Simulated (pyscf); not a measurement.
8 silicon, germanium or tin steps of one kind (addition across a multiple bond or ene-type step, closed-shell): barrier in eV, from the separated reactants or the lowest minimum found. Single points on ωB97X-D3(BJ)/def2-SVP structures (PySCF, gas phase). Functionals in def2-TZVP; the last column is ωB97M-D3(BJ)/def2-TZVP. Rows were drawn at random from the steps of this kind and element class whose saddle was verified and whose references are stable.

| step | PBE | PBE0-D3(BJ) | B3LYP-D3(BJ) | ωB97M-D3(BJ) |
|---|---|---|---|---|
| H₂Si=As–SiH₃ + H₂ → H₃Si–AsH–SiH₃ | 0.96 | 0.94 | 1.17 | 1.11 |
| S=SiH–Cl + H₂ → HS–SiH₂–Cl | 0.75 | 0.74 | 0.97 | 0.95 |
| H₂C=CH–SiH₃ + HCl → H₃Si–CH₂–CH₂–Cl | 1.32 | 1.43 | 1.52 | 1.66 |
| HN=Si: [singlet] + HF → H₂N–Si:–F [singlet] | -0.18 | -0.12 | -0.05 | -0.07 |
| HN=Si: [singlet] + HCl → H₂N–Si:–Cl [singlet] | -0.01 | 0.01 | 0.10 | 0.17 |
| GeH₄ + HC≡CH → H₂C=CH–GeH₃ | 1.97 | 2.06 | 2.21 | 2.32 |
| HN=SiH₂ + H₂ → H₂N–SiH₃ | 1.01 | 0.96 | 1.16 | 1.12 |
| P≡P + SiH₄ -> H₃Si–P=PH | 1.32 | 1.39 | 1.68 | 1.76 |

Differences from the last column (eV): PBE: mean -0.24, median -0.19, mean size 0.24, lower in 8 of 8; PBE0-D3(BJ): mean -0.20, median -0.19, mean size 0.20, lower in 8 of 8; B3LYP-D3(BJ): mean -0.04, median -0.03, mean size 0.07, lower in 4 of 8. PBE is closest for row 4 (0.11 eV apart) and farthest for row 8 (0.44 eV). PBE, r²SCAN and M06-2X carry no added dispersion term. The last column is a level with limits of its own. Each barrier is that of the saddle found. Elements up to Kr have no core potential and no relativistic terms here.
